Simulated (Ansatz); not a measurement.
# CH4FSi−: an energy map over bond length C1–H4 and bond length C1–H5

Aim: map the energy of CH4FSi, SMILES [CH2-][SiH2]F, charge −1 over two coordinates, and find its wells, ridges and stiffness.

Method: RKS BHLYP-D4/def2-TZVPD; program: Ansatz 0.2.0.

## 1. The system as given

SMILES `[CH2-][SiH2]F`, 7 atoms, charge -1, spin multiplicity 1.

Atoms are counted from 1 here; the program's logs count them from 0.

Bond lengths: C1–Si2 1.764 Å, C1–H4 1.105 Å, C1–H5 1.105 Å, Si2–F3 1.749 Å, Si2–H6 1.524 Å, Si2–H7 1.523 Å. Angles: Si2–C1–H4 120.7°, Si2–C1–H5 120.9°, H4–C1–H5 114.0°, C1–Si2–F3 124.2°, C1–Si2–H6 113.8°, C1–Si2–H7 113.4°, F3–Si2–H6 97.4°, F3–Si2–H7 97.2°, H6–Si2–H7 108.5°.

Geometry (Å):

| atom | x (Å) | y (Å) | z (Å) |
| --- | --- | --- | --- |
| C1 | -0.8871 | 0.4597 | -0.5963 |
| Si2 | 0.4642 | -0.1327 | 0.3701 |
| F3 | 1.1656 | -1.7268 | 0.2061 |
| H4 | -1.9226 | 0.1451 | -0.3710 |
| H5 | -0.7364 | 0.7941 | -1.6391 |
| H6 | 0.1689 | -0.2022 | 1.8635 |
| H7 | 1.7474 | 0.6628 | 0.1667 |

This geometry comes from a loose relaxation at PBE in a small basis, which is not shown.

## 2. Geometry optimisation

The input, input.yaml:

```yaml
crystal:
  periodic: [false, false, false]
  atoms:
    - { symbol: C, position_ang: [-0.887053, 0.459714, -0.596272] }
    - { symbol: Si, position_ang: [0.464212, -0.132737, 0.370097] }
    - { symbol: F, position_ang: [1.16555, -1.726785, 0.206134] }
    - { symbol: H, position_ang: [-1.9226, 0.145095, -0.370992] }
    - { symbol: H, position_ang: [-0.736368, 0.794144, -1.63913] }
    - { symbol: H, position_ang: [0.168882, -0.202203, 1.863501] }
    - { symbol: H, position_ang: [1.747377, 0.662772, 0.166662] }
total_charge: -1
basis:
  gaussian: { orbitals: def2-TZVPD }
hamiltonian:
  xc: { name: BHLYP }
  dispersion: d4
output:
  forces: true
relax:
  f_tol: 0.003
  max_steps: 120
```

Run with:

```console
$ ansatz run input.yaml --threads 1 --pin off --max-ram 2560MiB --backend cpu --events-out ev --progress --plain --runs-dir out
```

The program printed, cut to the lines that bear on the results:

```text
Warning: RAYON_NUM_THREADS=1 ignored (pool sized by the plan → 1); use --threads N
[...]
Functional definition: BHLYP
[...]
965 factors; their error is unknown
[...]
mean field -11698.23379920 eV, -429.9021627729 hartree, gradient 3.7e-5 eV, S^2 0.000000; 0 other end points of the search recorded, 0 dependent functions left out
[...]
reference -11698.23398756 eV, -429.9021696952 hartree; 17, 17 occupied and 139, 139 virtual orbitals, 965 factors
relax step   1: F+E_penalty+E_count = -11698.38372239 eV  Δ(F+E_penalty+E_count) = +0.000e0 eV  max|allowed force component| = 1.514e0 eV/Å  Δτ_max = 0.0000 Å  (28 SCF iters, accepted)
[...]
relax step   6: F+E_penalty+E_count = -11698.52276271 eV  Δ(F+E_penalty+E_count) = -1.110e-4 eV  max|allowed force component| = 1.099e-2 eV/Å  Δτ_max = 0.0054 Å  (35 SCF iters, accepted)
[...]
relax step   7: F+E_penalty+E_count = -11698.52277682 eV  Δ(F+E_penalty+E_count) = -1.411e-5 eV  max|allowed force component| = 9.358e-4 eV/Å  Δτ_max = 0.0020 Å  (25 SCF iters, accepted)
965 factors; their error is unknown
[...]
mean field -11698.37166250 eV, -429.9072291557 hartree, gradient 2.0e-5 eV, S^2 0.000000; 1 other end points of the search recorded, 0 dependent functions left out
[...]
reference -11698.37184758 eV, -429.9072359573 hartree; 17, 17 occupied and 139, 139 virtual orbitals, 965 factors
Total energy: -11698.52296190 eV, -429.9127893061 hartree
Atom 0 at    -0.863812     0.405093    -0.600783 Å, force    -0.000936     0.000366    -0.000737 eV/Å
Atom 1 at     0.470401    -0.146777     0.365006 Å, force     0.000001    -0.000590    -0.000421 eV/Å
Atom 2 at     1.116877    -1.658860     0.196733 Å, force     0.000561    -0.000342     0.000383 eV/Å
Atom 3 at    -1.886824     0.154502    -0.359893 Å, force     0.000499     0.000166     0.000597 eV/Å
Atom 4 at    -0.725475     0.789499    -1.601019 Å, force     0.000340     0.000112     0.000329 eV/Å
Atom 5 at     0.169545    -0.195290     1.828615 Å, force    -0.000179     0.000154    -0.000212 eV/Å
Atom 6 at     1.719288     0.651833     0.171340 Å, force    -0.000286     0.000133     0.000063 eV/Å
Dipole moment:     0.300977    -0.273033     0.141955 e Å
```

Run time: 33 s. Hardware: 1 thread of Arm Neoverse V2, shared host; peak memory 0.28 GiB.

The steps of the relaxation: (the energy doesn't fall at every step)

| step | energy from step 1 (eV) | largest force component (eV/Å) |
| --- | --- | --- |
| 1 | 0.0000 | 1.5136 |
| 2 | -0.0926 | 1.0604 |
| 3 | -0.1371 | 0.1062 |
| 4 | -0.1333 | 0.2096 |
| 5 | -0.1389 | 0.0231 |
| 6 | -0.1390 | 0.0110 |
| 7 | -0.1391 | 0.0009 |

Close pairs (by a distance rule), those that changed most:

| bond | before (Å) | after (Å) | change (Å) |
| --- | --- | --- | --- |
| Si2–F3 | 1.749 | 1.653 | -0.096 |
| Si2–H6 | 1.524 | 1.495 | -0.029 |
| Si2–H7 | 1.523 | 1.495 | -0.028 |
| C1–Si2 | 1.764 | 1.737 | -0.027 |
| C1–H5 | 1.105 | 1.080 | -0.025 |
| C1–H4 | 1.105 | 1.080 | -0.025 |

## 3. Setting up the map

First coordinate, bond length C1–H4: 11 values from 0.886 to 1.621 Å. Second coordinate, bond length C1–H5: 11 values from 0.886 to 1.621 Å.

Nothing else is relaxed (all other coordinates rigid). Energies count from the relaxed molecule at the same level. Points are written as (first, second).

Of the runs on the grid, 3 are shown in the steps below; the others differ only in the two coordinates.

## 4. Grid point (1.400 Å, 1.253 Å)

The input, input.yaml:

```yaml
crystal:
  periodic: [false, false, false]
  atoms:
    - { symbol: C, position_ang: [-0.863812, 0.405093, -0.600783] }
    - { symbol: Si, position_ang: [0.470401, -0.146777, 0.365006] }
    - { symbol: F, position_ang: [1.116877, -1.65886, 0.196733] }
    - { symbol: H, position_ang: [-2.189383, 0.080389, -0.28865] }
    - { symbol: H, position_ang: [-0.703383, 0.850889, -1.760756] }
    - { symbol: H, position_ang: [0.169545, -0.19529, 1.828615] }
    - { symbol: H, position_ang: [1.719288, 0.651833, 0.17134] }
total_charge: -1
basis:
  gaussian: { orbitals: def2-TZVPD }
hamiltonian:
  xc: { name: BHLYP }
  dispersion: d4
output:
  forces: true
```

Run with:

```console
$ ansatz run input.yaml --threads 1 --pin off --max-ram 2560MiB --backend cpu --events-out ev --progress --plain --runs-dir out
```

The program printed, cut to the lines that bear on the results:

```text
Warning: RAYON_NUM_THREADS=1 ignored (pool sized by the plan → 1); use --threads N
[...]
[... 1 set-up line as earlier in the session ...]
[...]
965 factors; their error is unknown
[...]
mean field -11696.95168174 eV, -429.8550458253 hartree, gradient 5.1e-5 eV, S^2 0.000000; 0 other end points of the search recorded, 0 dependent functions left out
[...]
reference -11696.95187536 eV, -429.8550529408 hartree; 17, 17 occupied and 139, 139 virtual orbitals, 965 factors
Total energy: -11697.10778541 eV, -429.8607825293 hartree
Atom 0 at    -0.863812     0.405093    -0.600783 Å, force    -3.505666     0.554178    -2.288595 eV/Å
Atom 1 at     0.470401    -0.146777     0.365006 Å, force    -0.054622    -0.237535     0.097557 eV/Å
Atom 2 at     1.116877    -1.658860     0.196733 Å, force    -0.025995     0.073709     0.002929 eV/Å
Atom 3 at    -2.189383     0.080389    -0.288650 Å, force     4.423181     1.024559    -1.185411 eV/Å
Atom 4 at    -0.703383     0.850889    -1.760756 Å, force    -0.738411    -1.455562     3.491482 eV/Å
Atom 5 at     0.169545    -0.195290     1.828615 Å, force    -0.020440     0.020021    -0.058731 eV/Å
Atom 6 at     1.719288     0.651833     0.171340 Å, force    -0.078048     0.020630    -0.059231 eV/Å
Dipole moment:     0.418452    -0.270491     0.185336 e Å
```

Wall time 4 s (1 thread of Arm Neoverse V2, shared host); peak memory 0.27 GiB.

Energy on the map's scale: 1.42 eV.

## 5. The run at (1.547 Å, 1.033 Å)

Changes to input.yaml since step 4:

```diff
@@ -6,4 +6,4 @@
     - { symbol: F, position_ang: [1.116877, -1.65886, 0.196733] }
-    - { symbol: H, position_ang: [-2.189383, 0.080389, -0.28865] }
-    - { symbol: H, position_ang: [-0.703383, 0.850889, -1.760756] }
+    - { symbol: H, position_ang: [-2.328568, 0.046295, -0.255876] }
+    - { symbol: H, position_ang: [-0.731551, 0.772617, -1.557089] }
     - { symbol: H, position_ang: [0.169545, -0.19529, 1.828615] }
```

Run with:

```console
$ ansatz run input.yaml --threads 1 --pin off --max-ram 2560MiB --backend cpu --events-out ev --progress --plain --runs-dir out
```

The program printed, cut to the lines that bear on the results:

```text
Warning: RAYON_NUM_THREADS=1 ignored (pool sized by the plan → 1); use --threads N
[...]
[... 1 set-up line as earlier in the session ...]
[...]
965 factors; their error is unknown
[...]
mean field -11696.60073170 eV, -429.8421486494 hartree, gradient 4.7e-5 eV, S^2 0.000000; 0 other end points of the search recorded, 0 dependent functions left out
[...]
reference -11696.60092355 eV, -429.8421556997 hartree; 17, 17 occupied and 139, 139 virtual orbitals, 965 factors
Total energy: -11696.76656211 eV, -429.8482428043 hartree
Atom 0 at    -0.863812     0.405093    -0.600783 Å, force    -3.843600    -1.373775     2.683778 eV/Å
Atom 1 at     0.470401    -0.146777     0.365006 Å, force    -0.316111    -0.380547     0.405057 eV/Å
Atom 2 at     1.116877    -1.658860     0.196733 Å, force    -0.021348     0.083456    -0.011782 eV/Å
Atom 3 at    -2.328568     0.046295    -0.255876 Å, force     4.578501     1.012867    -1.148940 eV/Å
Atom 4 at    -0.731551     0.772617    -1.557089 Å, force    -0.350036     0.589683    -1.764783 eV/Å
Atom 5 at     0.169545    -0.195290     1.828615 Å, force     0.044411     0.019762    -0.054120 eV/Å
Atom 6 at     1.719288     0.651833     0.171340 Å, force    -0.091818     0.048554    -0.109210 eV/Å
Dipole moment:     0.499197    -0.239487     0.126496 e Å
```

Wall time 4.1 s (1 thread of Arm Neoverse V2, shared host); peak memory 0.27 GiB.

That is 1.76 eV from the zero.

## 6. Grid point (1.106 Å, 1.106 Å)

Changes to input.yaml since step 5:

```diff
@@ -6,4 +6,4 @@
     - { symbol: F, position_ang: [1.116877, -1.65886, 0.196733] }
-    - { symbol: H, position_ang: [-2.328568, 0.046295, -0.255876] }
-    - { symbol: H, position_ang: [-0.731551, 0.772617, -1.557089] }
+    - { symbol: H, position_ang: [-1.911013, 0.148577, -0.354198] }
+    - { symbol: H, position_ang: [-0.722204, 0.798589, -1.62467] }
     - { symbol: H, position_ang: [0.169545, -0.19529, 1.828615] }
```

Run with:

```console
$ ansatz run input.yaml --threads 1 --pin off --max-ram 2560MiB --backend cpu --events-out ev --progress --plain --runs-dir out
```

The program printed, cut to the lines that bear on the results:

```text
Warning: RAYON_NUM_THREADS=1 ignored (pool sized by the plan → 1); use --threads N
[...]
[... 1 set-up line as earlier in the session ...]
[...]
965 factors; their error is unknown
[...]
mean field -11698.34961993 eV, -429.9064191063 hartree, gradient 1.6e-5 eV, S^2 0.000000; 0 other end points of the search recorded, 0 dependent functions left out
[...]
reference -11698.34980578 eV, -429.9064259361 hartree; 17, 17 occupied and 139, 139 virtual orbitals, 965 factors
Total energy: -11698.50088382 eV, -429.9119779517 hartree
Atom 0 at    -0.863812     0.405093    -0.600783 Å, force    -0.648810     0.122634    -0.544463 eV/Å
Atom 1 at     0.470401    -0.146777     0.365006 Å, force     0.003943    -0.014981    -0.004094 eV/Å
Atom 2 at     1.116877    -1.658860     0.196733 Å, force    -0.002139     0.005949     0.001074 eV/Å
Atom 3 at    -1.911013     0.148577    -0.354198 Å, force     0.791751     0.194964    -0.216422 eV/Å
Atom 4 at    -0.722204     0.798589    -1.624670 Å, force    -0.133976    -0.311184     0.772502 eV/Å
Atom 5 at     0.169545    -0.195290     1.828615 Å, force    -0.004342     0.001858    -0.005495 eV/Å
Atom 6 at     1.719288     0.651833     0.171340 Å, force    -0.006426     0.000759    -0.003103 eV/Å
Dipole moment:     0.308028    -0.273932     0.148090 e Å
```

Wall time 4.1 s (1 thread of Arm Neoverse V2, shared host); peak memory 0.27 GiB.

Energy on the map's scale: 0.022 eV.

## 7. Energy over the grid

121 points were computed. Energies in eV, from the relaxed molecule at the same level:

```
bond length C1–H5 (Å) ↓, bond length C1–H4 (Å) →  0.886  0.959  1.033  1.106  1.180  1.253  1.327  1.400  1.474  1.547  1.621
                                           1.621   3.05   2.39   2.11   2.09   2.23   2.48   2.80   3.14   3.49   3.85   4.22
                                           1.547   2.69   2.04   1.76   1.73   1.88   2.12   2.44   2.78   3.13   3.49   3.85
                                           1.474   2.34   1.68   1.40   1.38   1.52   1.77   2.08   2.42   2.78   3.13   3.49
                                           1.400   2.00   1.34   1.06   1.03   1.17   1.42   1.73   2.07   2.42   2.78   3.14
                                           1.327   1.67   1.01   0.72   0.70   0.84   1.08   1.39   1.73   2.08   2.44   2.80
                                           1.253   1.37   0.71   0.42   0.39   0.53   0.77   1.08   1.42   1.77   2.12   2.48
                                           1.180   1.14   0.47   0.19   0.16   0.29   0.53   0.84   1.17   1.52   1.88   2.23
                                           1.106   1.00   0.34   0.05   0.02   0.16   0.39   0.70   1.03   1.38   1.73   2.09
                                           1.033   1.04   0.38   0.09   0.05   0.19   0.42   0.72   1.06   1.40   1.76   2.11
                                           0.959   1.33   0.67   0.38   0.34   0.47   0.71   1.01   1.34   1.68   2.04   2.39
                                           0.886   2.00   1.33   1.04   1.00   1.14   1.37   1.67   2.00   2.34   2.69   3.05
```

On the same grid, largest force on an atom (eV/Å):

| bond length C1–H5 (Å) ↓, bond length C1–H4 (Å) → | 0.886 | 0.959 | 1.033 | 1.106 | 1.180 | 1.253 | 1.327 | 1.400 | 1.474 | 1.547 | 1.621 |
| --- | --- | --- | --- | --- | --- | --- | --- | --- | --- | --- | --- |
| 1.621 | 14.2 | 8.2 | 4.7 | 4.7 | 4.7 | 4.8 | 4.8 | 4.8 | 4.9 | 5.0 | 4.8 |
| 1.547 | 14.3 | 8.4 | 4.9 | 4.8 | 4.9 | 4.9 | 4.9 | 4.9 | 4.9 | 4.9 | 5.0 |
| 1.474 | 14.4 | 8.4 | 5.0 | 4.8 | 4.8 | 4.9 | 4.9 | 4.9 | 4.9 | 4.9 | 4.9 |
| 1.400 | 14.3 | 8.4 | 5.0 | 4.6 | 4.7 | 4.7 | 4.7 | 4.8 | 4.9 | 4.9 | 4.8 |
| 1.327 | 14.3 | 8.4 | 4.9 | 4.4 | 4.4 | 4.4 | 4.5 | 4.7 | 4.9 | 4.9 | 4.8 |
| 1.253 | 14.0 | 8.0 | 4.5 | 3.8 | 3.8 | 3.8 | 4.4 | 4.7 | 4.9 | 4.9 | 4.8 |
| 1.180 | 13.4 | 7.3 | 3.6 | 2.6 | 2.7 | 3.8 | 4.4 | 4.7 | 4.8 | 4.9 | 4.7 |
| 1.106 | 12.5 | 6.3 | 2.3 | 0.9 | 2.6 | 3.8 | 4.4 | 4.6 | 4.8 | 4.8 | 4.7 |
| 1.033 | 12.5 | 6.2 | 2.0 | 2.3 | 3.6 | 4.5 | 4.9 | 5.0 | 5.0 | 4.9 | 4.7 |
| 0.959 | 12.5 | 6.4 | 6.2 | 6.3 | 7.3 | 8.0 | 8.4 | 8.4 | 8.4 | 8.4 | 8.2 |
| 0.886 | 12.9 | 12.5 | 12.5 | 12.5 | 13.4 | 14.0 | 14.3 | 14.3 | 14.4 | 14.3 | 14.2 |

## 8. Summary of results

| quantity | value |
| --- | --- |
| lowest point | (1.106 Å, 1.106 Å), 0.022 eV |
| highest computed point | (1.621 Å, 1.621 Å), 4.19 eV above the lowest |
| largest force on an atom (eV/Å) | 0.9 at (1.106 Å, 1.106 Å) to 14.4 at (0.886 Å, 1.474 Å); 0.9 at the lowest point |
| time for the whole task | 8.9 min on 1 thread, shared host |

**Reading.** The lowest computed point is at (1.106 Å, 1.106 Å), 0.022 eV from the relaxed molecule at the same level. The grid shows no other well, apart from its symmetry copies. The highest computed point, (1.621 Å, 1.621 Å), lies 4.19 eV above the lowest. Round the minimum the two coordinates are nearly uncoupled.
